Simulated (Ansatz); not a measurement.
**Molecular dynamics of BH2**

Input:

```yaml
crystal:
  periodic: [false, false, false]
  atoms:
    - { symbol: B, position_ang: [0.265863, -0.172634, 0.12964] }
    - { symbol: H, position_ang: [0.295366, 1.023587, 0.273606] }
    - { symbol: H, position_ang: [-0.534405, -0.824407, -0.385489] }
magnetization:
  spin_polarized: true
  initial_magnetization: 1
basis:
  gaussian: { orbitals: def2-SVP }
hamiltonian:
  xc: b3lyp
  dispersion: d4
md:
  timestep: 0.25
  n_steps: 100
  ensemble: nvt_langevin
  temperature: 1000.0
  initial_velocities: maxwell_boltzmann
  seed: 287673
  friction: 0.001
  masses: [{ species: H, mass: 2.014 }]
```

Command:

```bash
$ ansatz run input.yaml --threads 1 --pin off --max-ram 2048MiB --backend cpu --events-out ev --progress --plain --runs-dir out
```

It goes on from the last frame of an earlier run, with new velocities.

Output, in part (one step line in 2, the closing report, with atoms numbered from 0):

```
md step     0: t =     0.00 fs  T =   666.7 K  F+E_penalty+E_count = -705.15720096 eV  E_kin = 0.258520 eV  (29 SCF iters)
md step     2: t =     0.50 fs  T =   612.8 K  F+E_penalty+E_count = -705.14749762 eV  E_kin = 0.237640 eV  (21 SCF iters)
md step     4: t =     1.00 fs  T =   583.9 K  F+E_penalty+E_count = -705.14045600 eV  E_kin = 0.226427 eV  (22 SCF iters)
md step     6: t =     1.50 fs  T =   547.4 K  F+E_penalty+E_count = -705.13672944 eV  E_kin = 0.212274 eV  (21 SCF iters)
md step     8: t =     2.00 fs  T =   555.7 K  F+E_penalty+E_count = -705.13766594 eV  E_kin = 0.215488 eV  (21 SCF iters)
md step    10: t =     2.50 fs  T =   558.1 K  F+E_penalty+E_count = -705.14176846 eV  E_kin = 0.216433 eV  (21 SCF iters)
md step    12: t =     3.00 fs  T =   570.4 K  F+E_penalty+E_count = -705.14769165 eV  E_kin = 0.221196 eV  (22 SCF iters)
md step    14: t =     3.50 fs  T =   573.9 K  F+E_penalty+E_count = -705.15554756 eV  E_kin = 0.222563 eV  (22 SCF iters)
md step    16: t =     4.00 fs  T =   572.6 K  F+E_penalty+E_count = -705.16377166 eV  E_kin = 0.222059 eV  (22 SCF iters)
md step    18: t =     4.50 fs  T =   612.8 K  F+E_penalty+E_count = -705.17001170 eV  E_kin = 0.237614 eV  (22 SCF iters)
md step    20: t =     5.00 fs  T =   604.5 K  F+E_penalty+E_count = -705.17287953 eV  E_kin = 0.234419 eV  (21 SCF iters)
md step    22: t =     5.50 fs  T =   618.0 K  F+E_penalty+E_count = -705.17188105 eV  E_kin = 0.239642 eV  (22 SCF iters)
md step    24: t =     6.00 fs  T =   607.7 K  F+E_penalty+E_count = -705.16686398 eV  E_kin = 0.235654 eV  (21 SCF iters)
md step    26: t =     6.50 fs  T =   600.6 K  F+E_penalty+E_count = -705.15833547 eV  E_kin = 0.232895 eV  (30 SCF iters)
md step    28: t =     7.00 fs  T =   555.9 K  F+E_penalty+E_count = -705.14700507 eV  E_kin = 0.215580 eV  (21 SCF iters)
md step    30: t =     7.50 fs  T =   501.6 K  F+E_penalty+E_count = -705.13374116 eV  E_kin = 0.194510 eV  (22 SCF iters)
md step    32: t =     8.00 fs  T =   465.7 K  F+E_penalty+E_count = -705.11999120 eV  E_kin = 0.180606 eV  (20 SCF iters)
md step    34: t =     8.50 fs  T =   421.7 K  F+E_penalty+E_count = -705.10666169 eV  E_kin = 0.163542 eV  (20 SCF iters)
md step    36: t =     9.00 fs  T =   388.9 K  F+E_penalty+E_count = -705.09551149 eV  E_kin = 0.150790 eV  (20 SCF iters)
md step    38: t =     9.50 fs  T =   378.4 K  F+E_penalty+E_count = -705.08823773 eV  E_kin = 0.146740 eV  (18 SCF iters)
md step    40: t =    10.00 fs  T =   376.5 K  F+E_penalty+E_count = -705.08483006 eV  E_kin = 0.145991 eV  (19 SCF iters)
md step    42: t =    10.50 fs  T =   392.7 K  F+E_penalty+E_count = -705.08571618 eV  E_kin = 0.152281 eV  (18 SCF iters)
md step    44: t =    11.00 fs  T =   407.2 K  F+E_penalty+E_count = -705.09152330 eV  E_kin = 0.157918 eV  (18 SCF iters)
md step    46: t =    11.50 fs  T =   429.3 K  F+E_penalty+E_count = -705.10172370 eV  E_kin = 0.166486 eV  (20 SCF iters)
md step    48: t =    12.00 fs  T =   452.5 K  F+E_penalty+E_count = -705.11583754 eV  E_kin = 0.175452 eV  (19 SCF iters)
md step    50: t =    12.50 fs  T =   496.6 K  F+E_penalty+E_count = -705.13158107 eV  E_kin = 0.192578 eV  (23 SCF iters)
md step    52: t =    13.00 fs  T =   566.7 K  F+E_penalty+E_count = -705.14842607 eV  E_kin = 0.219739 eV  (22 SCF iters)
md step    54: t =    13.50 fs  T =   615.7 K  F+E_penalty+E_count = -705.16425479 eV  E_kin = 0.238740 eV  (21 SCF iters)
md step    56: t =    14.00 fs  T =   631.8 K  F+E_penalty+E_count = -705.17693021 eV  E_kin = 0.244989 eV  (29 SCF iters)
md step    58: t =    14.50 fs  T =   665.5 K  F+E_penalty+E_count = -705.18488361 eV  E_kin = 0.258067 eV  (22 SCF iters)
md step    60: t =    15.00 fs  T =   663.7 K  F+E_penalty+E_count = -705.18710406 eV  E_kin = 0.257368 eV  (22 SCF iters)
md step    62: t =    15.50 fs  T =   622.7 K  F+E_penalty+E_count = -705.18307613 eV  E_kin = 0.241490 eV  (22 SCF iters)
md step    64: t =    16.00 fs  T =   608.6 K  F+E_penalty+E_count = -705.17377694 eV  E_kin = 0.236017 eV  (22 SCF iters)
md step    66: t =    16.50 fs  T =   577.9 K  F+E_penalty+E_count = -705.16059132 eV  E_kin = 0.224093 eV  (22 SCF iters)
md step    68: t =    17.00 fs  T =   534.5 K  F+E_penalty+E_count = -705.14548837 eV  E_kin = 0.207265 eV  (22 SCF iters)
md step    70: t =    17.50 fs  T =   486.3 K  F+E_penalty+E_count = -705.13190248 eV  E_kin = 0.188589 eV  (22 SCF iters)
md step    72: t =    18.00 fs  T =   482.8 K  F+E_penalty+E_count = -705.12128184 eV  E_kin = 0.187236 eV  (21 SCF iters)
md step    74: t =    18.50 fs  T =   458.9 K  F+E_penalty+E_count = -705.11461282 eV  E_kin = 0.177966 eV  (21 SCF iters)
md step    76: t =    19.00 fs  T =   470.7 K  F+E_penalty+E_count = -705.11384171 eV  E_kin = 0.182530 eV  (22 SCF iters)
md step    78: t =    19.50 fs  T =   505.9 K  F+E_penalty+E_count = -705.11949272 eV  E_kin = 0.196169 eV  (22 SCF iters)
md step    80: t =    20.00 fs  T =   522.8 K  F+E_penalty+E_count = -705.12882154 eV  E_kin = 0.202715 eV  (22 SCF iters)
md step    82: t =    20.50 fs  T =   545.8 K  F+E_penalty+E_count = -705.13976265 eV  E_kin = 0.211650 eV  (22 SCF iters)
md step    84: t =    21.00 fs  T =   584.6 K  F+E_penalty+E_count = -705.15095671 eV  E_kin = 0.226706 eV  (22 SCF iters)
md step    86: t =    21.50 fs  T =   613.2 K  F+E_penalty+E_count = -705.15941599 eV  E_kin = 0.237803 eV  (22 SCF iters)
md step    88: t =    22.00 fs  T =   619.5 K  F+E_penalty+E_count = -705.16374283 eV  E_kin = 0.240241 eV  (22 SCF iters)
md step    90: t =    22.50 fs  T =   631.5 K  F+E_penalty+E_count = -705.16272076 eV  E_kin = 0.244867 eV  (22 SCF iters)
md step    92: t =    23.00 fs  T =   605.2 K  F+E_penalty+E_count = -705.15627401 eV  E_kin = 0.234689 eV  (22 SCF iters)
md step    94: t =    23.50 fs  T =   588.9 K  F+E_penalty+E_count = -705.14530056 eV  E_kin = 0.228373 eV  (22 SCF iters)
md step    96: t =    24.00 fs  T =   533.5 K  F+E_penalty+E_count = -705.13063676 eV  E_kin = 0.206864 eV  (22 SCF iters)
md step    98: t =    24.50 fs  T =   481.6 K  F+E_penalty+E_count = -705.11345587 eV  E_kin = 0.186760 eV  (21 SCF iters)
md step   100: t =    25.00 fs  T =   440.9 K  F+E_penalty+E_count = -705.09677769 eV  E_kin = 0.170958 eV  (31 SCF iters)
Total energy: -705.09694154 eV, -25.9118346696 hartree
Atom 0 at     0.237379    -0.139832     0.120766 Å, force    -0.384284    -0.862139    -1.188070 eV/Å
Atom 1 at     0.277416     0.759737     0.907543 Å, force    -0.221498     0.217015    -0.100236 eV/Å
Atom 2 at    -0.392034    -0.466860    -0.936742 Å, force     0.605782     0.645125     1.288306 eV/Å
Dipole moment:    -0.070170     0.088146    -0.015874 e Å
```

All steps were run. The mean temperature of the second half is 44 % below the set value. A run of 0.025 ps of so small a system gives no equilibrium averages.

The same pairs are bonded in the first frame and the last. Pairs count as bonded within 1.25 times the sum of covalent radii (0.12 Å more for H–H).

Last frame:

```xyz
3
Properties=species:S:1:pos:R:3
B 0.237 -0.140 0.121
H 0.277 0.760 0.907
H -0.392 -0.467 -0.937
```

Time of the run: 34 s on 1 thread of Arm Neoverse V1, on a shared host, peak memory 0.15 GiB.
